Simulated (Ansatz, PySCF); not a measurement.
Molecule: SiH₃, charge 0, multiplicity 2. SMILES: [SiH3]
Coordinates optimised at B3LYP-D3(BJ)/def2-TZVP (Ansatz, a quantum-chemistry and plane-wave program):
```
Si
H 1 1.4828
H 1 1.4828 2 111.02
H 1 1.4828 2 111.02 3 124.02
```
Charge 0, spin multiplicity 2.


Wanted: enthalpy of formation at 298 K (from the atomisation energy, B3LYP-D3(BJ)/def2-TZVP harmonic zero-point and thermal terms from PySCF, and the atoms' enthalpies of formation in the G2/97 table, which holds older values for B and Si; no spin-orbit terms, and no core term in the frozen-core levels), in kcal/mol. Correlated levels leave the core frozen unless marked. Open shells are spin-unrestricted. No spin-orbit coupling. Non-relativistic. The coupled-cluster limit lacks core correlation, which all-electron functionals hold. CBS(X,Y): correlation extrapolated as X^-3; Hartree-Fock from the larger set.

Measured: 47.9 kcal/mol (G2/97 table in ASE (Curtiss et al.)); it holds spin-orbit and relativistic effects, which these rows lack, and core correlation, which the frozen-core levels lack. This is an older compilation, not checked against later work.

```csv
level,program,enthalpy of formation at 298 K (kcal/mol),error against measurement
B3LYP/def2-TZVPD,Ansatz,45.0,-2.9
wB97X-V/def2-TZVPD,Ansatz,43.8,-4.1
SCS-MP2/def2-QZVPP,Ansatz,46.7,-1.2
CCSD/def2-SVP,Ansatz,59.5,11.6
CCSD(T)/def2-SVPD,Ansatz,57.3,9.4
CCSD(T)/cc-pV(Q+d)Z,Ansatz,46.7,-1.2
"CCSD(T)/CBS(def2-TZVPPD,def2-QZVPPD)",Ansatz,45.1,-2.8
```
